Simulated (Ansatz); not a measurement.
Geometry optimisation, Ansatz 0.2.0, RKS PBE0/def2-SVP.

Input:

```yaml
crystal:
  periodic: [false, false, false]
  atoms:
    - { symbol: C, position_ang: [-0.4122, 1.2514, 0.0466] }
    - { symbol: "N", position_ang: [-0.5665, 0.0408, 0.3139] }
    - { symbol: C, position_ang: [-1.67603, -0.22405, 1.01186] }
    - { symbol: "N", position_ang: [-2.04992, -1.41026, 1.29302] }
    - { symbol: F, position_ang: [-2.542, 0.75667, 1.37876] }
    - { symbol: H, position_ang: [-1.2451, 2.0079, 0.3733] }
    - { symbol: H, position_ang: [0.4, 1.7456, -0.5309] }
    - { symbol: H, position_ang: [-1.23298, -1.95343, 0.91022] }
basis:
  gaussian: { orbitals: def2-SVP }
hamiltonian:
  xc: pbe0
relax:
  f_tol: 0.015
  max_steps: 40
```

Command:

```bash
$ ansatz run input.yaml --threads 1 --pin off --max-ram 2048MiB --backend cpu --events-out ev --progress --plain --runs-dir out
```

Where does it end, and by what steps?

The run converged. After 7 steps the energy has fallen by 0.478 eV; H6 moved furthest, 0.17 Å.

```csv
step,energy less start (eV),largest force component (eV/Å),accepted
0,0.0000,4.046,yes
1,-0.3421,1.681,yes
2,-0.4426,0.835,yes
3,-0.4700,0.351,yes
4,-0.4642,0.350,no
5,-0.4762,0.126,yes
6,-0.4774,0.031,yes
7,-0.4775,0.010,yes
```

```xyz
8
Properties=species:S:1:pos:R:3
C -0.448 1.369 0.033
N -0.603 0.135 0.291
C -1.727 -0.280 1.007
N -2.004 -1.462 1.317
F -2.560 0.694 1.380
H -1.158 2.151 0.345
H 0.442 1.677 -0.532
H -1.267 -2.070 0.956
```

Whether the end is a true minimum wasn't checked by a vibrational analysis.

Run time: 24 s on 1 thread of Arm Neoverse V2 (shared host), peak memory 0.16 GiB.
